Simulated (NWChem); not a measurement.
All runs are NWChem calculations. System: pyrrole (C4H5N), charge 0, spin multiplicity 1, at a geometry optimised with PBE0/def2-SVP. Level: MP2/def2-TZVP, 5 core orbitals frozen.

Job file:

```
start mol
memory heap 200 mb stack 900 mb global 1100 mb
geometry units angstroms nocenter noautoz
  C     -0.710776     0.000000     0.982879
  C      0.710776     0.000000     0.982879
  C      1.119209     0.000000    -0.334234
  N      0.000000     0.000000    -1.117173
  C     -1.119209     0.000000    -0.334234
  H     -1.365249     0.000000     1.852489
  H      1.365249     0.000000     1.852489
  H      2.115561     0.000000    -0.770792
  H      0.000000     0.000000    -2.126925
  H     -2.115561     0.000000    -0.770792
  symmetry group C2v
end
basis spherical
  * library def2-tzvp
end
scf
  rhf
  nopen 0
  maxiter 100
  thresh 1e-7
  semidirect memsize 60000000 filesize 0
end
mp2
  freeze core 5
end
task mp2 energy
```

NWChem printed:

```
             Northwest Computational Chemistry Package (NWChem) 7.3.0
             --------------------------------------------------------

                                NWChem Input Module
                                -------------------

 Scaling coordinates for geometry "geometry" by  1.889725989
 (inverse scale =  0.529177249)

 Turning off AUTOSYM since
 SYMMETRY directive was detected!

                             Geometry "geometry" -> ""
                             -------------------------

 Output coordinates in angstroms (scale by  1.889725989 to convert to a.u.)

  No.       Tag          Charge          X              Y              Z
 ---- ---------------- ---------- -------------- -------------- --------------
    1 C                    6.0000    -0.71077600     0.00000000     0.98287900
    2 C                    6.0000     0.71077600     0.00000000     0.98287900
    3 C                    6.0000     1.11920900     0.00000000    -0.33423400
    4 N                    7.0000     0.00000000     0.00000000    -1.11717300
    5 C                    6.0000    -1.11920900     0.00000000    -0.33423400
    6 H                    1.0000    -1.36524900     0.00000000     1.85248900
    7 H                    1.0000     1.36524900     0.00000000     1.85248900
    8 H                    1.0000     2.11556100     0.00000000    -0.77079200
    9 H                    1.0000     0.00000000     0.00000000    -2.12692500
   10 H                    1.0000    -2.11556100     0.00000000    -0.77079200

 Effective nuclear repulsion energy (a.u.)     161.0200358869

            Nuclear Dipole moment (a.u.)
            ----------------------------
        X                 Y               Z
 ---------------- ---------------- ----------------
     0.0000000000     0.0000000000    -0.0000037795

      Symmetry information
      --------------------

 Group name             C2v
 Group number             16
 Group order               4
 No. of unique centers     6

      Symmetry unique atoms

     1    3    4    6    8    9


 Summary of "ao basis" -> "" (spherical)
 ------------------------------------------------------------------------------
       Tag                 Description            Shells   Functions and Types
 ---------------- ------------------------------  ------  ---------------------
 *                         def2-tzvp                  on all atoms

 Summary of "ao basis" -> "ao basis" (spherical)
 ------------------------------------------------------------------------------
       Tag                 Description            Shells   Functions and Types
 ---------------- ------------------------------  ------  ---------------------
 C                         def2-tzvp                11       31   5s3p2d1f
 N                         def2-tzvp                11       31   5s3p2d1f
 H                         def2-tzvp                 4        6   3s1p

                                 NWChem SCF Module
                                 -----------------

  ao basis        = "ao basis"
  functions       =   185
  atoms           =    10
  closed shells   =    18
  open shells     =     0
  charge          =   0.00
  wavefunction    = RHF
  use symmetry    = T
  symmetry adapt  = T

 Summary of "ao basis" -> "ao basis" (spherical)
 ------------------------------------------------------------------------------
       Tag                 Description            Shells   Functions and Types
 ---------------- ------------------------------  ------  ---------------------
[...]
     5     -1.925808   1 C  s                36     -1.925808   2 C  s
   170      1.421576   8 H  s               182      1.421576  10 H  s
    98      1.003041   4 N  s               176     -0.917643   9 H  s
    12      0.809037   1 C  px               43     -0.809037   2 C  px

 center of mass
 --------------
 x =   0.00000000 y =   0.00000000 z =  -0.00111670

 moments of inertia (a.u.)
 ------------------
         200.040573607934           0.000000000000           0.000000000000
           0.000000000000         396.328305109815           0.000000000000
           0.000000000000           0.000000000000         196.287731501881

  Mulliken analysis of the total density
  --------------------------------------

    Atom       Charge   Shell Charges
 -----------   ------   -------------------------------------------------------
    1 C    6     6.18   0.85  1.12  0.49  0.56  0.08  1.25  1.36  0.36  0.02  0.07  0.01
    2 C    6     6.18   0.85  1.12  0.49  0.56  0.08  1.25  1.36  0.36  0.02  0.07  0.01
    3 C    6     6.06   0.85  1.12  0.50  0.55  0.10  1.23  1.21  0.36  0.03  0.08  0.01
    4 N    7     7.32   0.82  1.16  0.50  0.84  0.10  1.53  1.80  0.49  0.01  0.07  0.01
    5 C    6     6.06   0.85  1.12  0.50  0.55  0.10  1.23  1.21  0.36  0.03  0.08  0.01
    6 H    1     0.87   0.26  0.50  0.09  0.02
    7 H    1     0.87   0.26  0.50  0.09  0.02
    8 H    1     0.86   0.26  0.49  0.08  0.02
    9 H    1     0.75   0.26  0.41  0.05  0.04
   10 H    1     0.86   0.26  0.49  0.08  0.02

       Multipole analysis of the density wrt the origin
       ------------------------------------------------

     L   x y z        total         open         nuclear
     -   - - -        -----         ----         -------
     0   0 0 0     -0.000000      0.000000     36.000000

     1   1 0 0     -0.000000      0.000000      0.000000
     1   0 1 0     -0.000000      0.000000      0.000000
     1   0 0 1     -0.772498      0.000000     -0.000004

     2   2 0 0    -19.952324      0.000000    120.605491
     2   1 1 0      0.000000      0.000000      0.000000
     2   1 0 1      0.000000      0.000000      0.000000
     2   0 2 0    -25.864259      0.000000      0.000000
     2   0 1 1     -0.000000      0.000000      0.000000
     2   0 0 2    -17.517066      0.000000    122.291712

                   NWChem MP2 Semi-direct Energy/Gradient Module
                   ---------------------------------------------

  Basis functions       =    185
  Molecular orbitals    =    185
  Frozen core           =      5
  Frozen virtuals       =      0
  Active alpha occupied =     13
  Active beta occupied  =     13
  Active alpha virtual  =    167
  Active beta virtual   =    167
  Use MO symmetry       = T
  Use skeleton AO sym   = T

  AO/Fock/Back tols     =   1.0D-09  1.0D-09  1.0D-09

 GA uses MA = F    GA memory limited = T

 Available:
  local mem=  1.26D+08
 global mem=  1.44D+08
 local disk=  0.00D+00
  mp2_memr nvloc                   167
  nvloc new                   167
   1 passes of  13:        6291456                     178325                 125785890.
   1 passes of  13: M    126043214           G      144110750           F     119751758.
  mp2_memr nvloc                   167
  nvloc new                   167
   2 passes of   7:        6291456                     128245                  67757866.
   2 passes of   7: M    126043214           G      144110750           F     119751758.

 Semi-direct pass number   1 of   2  for RHF alpha+beta  at        8.9s
  vrange nnbf                 17033
  mp2_eaftype                   258  avail_ma_in_mb                  1098
 EAF : mp2_eaftype filesize         258   33878933.
  mp2_eaf for mointskh                    258
Node 0 wrote    159.3 Mb in      0.2 s     Agg I/O rate:   774.2 Mb/s
 Done moints_semi at       25.5s
  mp2_eaftype                   258  avail_ma_in_mb                   840
 EAF : mp2_eaftype filesize         258   33878933.
  mp2_eaf for kh                   258
 Done maket at       25.9s
 Semi-direct pass number   2 of   2  for RHF alpha+beta  at       25.9s
  vrange nnbf                 17033
  mp2_eaftype                   258  avail_ma_in_mb                   840
 EAF : mp2_eaftype filesize         258   33878933.
  mp2_eaf for mointskh                    258
Node 0 wrote    136.5 Mb in      0.2 s     Agg I/O rate:   826.4 Mb/s
 Done moints_semi at       42.1s
  mp2_eaftype                   258  avail_ma_in_mb                   840
 EAF : mp2_eaftype filesize         258   33878933.
  mp2_eaf for kh                   258
 Done maket at       42.4s
 Done multipass loop at       42.4s

          -------------------------------------------
          SCF energy                -208.887500081161
          Correlation energy          -0.833385221520
          Singlet pairs               -0.514426007687
          Triplet pairs               -0.318959213833
          Total MP2 energy          -209.720885302681
          -------------------------------------------

          ---------------------------------------------------
                    Spin Component Scaled (SCS) MP2
          Same spin pairs                     -0.212639475889
          Same spin scaling factor             0.333333333333
          Opposite spin pairs                 -0.620745745632
          Opposite spin scaling fact.          1.200000000000
          SCS-MP2 correlation energy          -0.815774720054
          Total SCS-MP2 energy              -209.703274801215
          ---------------------------------------------------

 -----------------------
 Performance information
 -----------------------

 Timer overhead =  9.69D-08 seconds/call

               Nr. of calls         CPU time (s)                 Wall time (s)                GFlops
             ---------------    -------------------     ------------------------------   -------------------
Name         Min   Avg   Max    Min     Avg     Max     Min     Avg     Max   Mx/calls   Min     Max     Sum
mp2: moin     2     2     2    33.     33.     33.      33.     33.     33.     16.      0.0     0.0     0.0
mp2: make     2     2     2   0.66    0.66    0.66     0.66    0.66    0.66    0.33      0.0     0.0     0.0
mp2: tota     1     1     1    34.     34.     34.      34.     34.     34.     34.      0.0     0.0     0.0

 The average no. of pstat calls per process was 5.00D+00
 with a timing overhead of 4.84D-07s

 Task  times  cpu:       42.3s     wall:       42.3s

 Total times  cpu:       42.4s     wall:       42.4s
```
